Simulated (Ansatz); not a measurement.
# CH2S2: the cost of one run

Method: PBE0-D4/def2-SVP; program: Ansatz 0.2.0, Gaussian basis.

1 further run of the same task is left out (it didn't finish).

### 1 Where the work starts

The start, a pair relaxed at PBE0-D4: SMILES `[H][H].S=C=S`, 5 atoms, charge 0, spin multiplicity 1.

Atoms are counted from 1 here; the program's logs count them from 0.

Bond lengths: H1–H2 0.746 Å, S3–C4 1.548 Å, C4–S5 1.548 Å. Angles: S3–C4–S5 179.8°.

As a file:

```
H    -0.3071   -0.2579   -2.0465
H     0.2336    0.2505   -1.9664
S     1.1535    1.0610    1.2968
C     0.0245    0.0024    1.3397
S    -1.1044   -1.0560    1.3764
```

### 2 The run

The input, md/in.yaml:

```yaml
crystal:
  periodic: [false, false, false]
  atoms:
    - {symbol: H, position_ang: [-0.307120, -0.257858, -2.046537]}
    - {symbol: H, position_ang: [0.233564, 0.250538, -1.966419]}
    - {symbol: S, position_ang: [1.153470, 1.061028, 1.296812]}
    - {symbol: C, position_ang: [0.024537, 0.002433, 1.339739]}
    - {symbol: S, position_ang: [-1.104351, -1.056041, 1.376404]}
basis:
  gaussian: {orbitals: def2-SVP}
hamiltonian: {xc: pbe0, dispersion: d4}
md: {n_steps: 30, timestep: 0.75, temperature: 100, ensemble: nvt_nose_hoover, seed: 56, initial_velocities: maxwell_boltzmann}
```

Run with:

```sh
ansatz run in.yaml --threads 2 --pin off --events-out ev --progress --plain --max-ram 5222MiB
```

**Question.** How long does this run take on 2 threads of Arm Neoverse V1, shared host?

About 24 s.
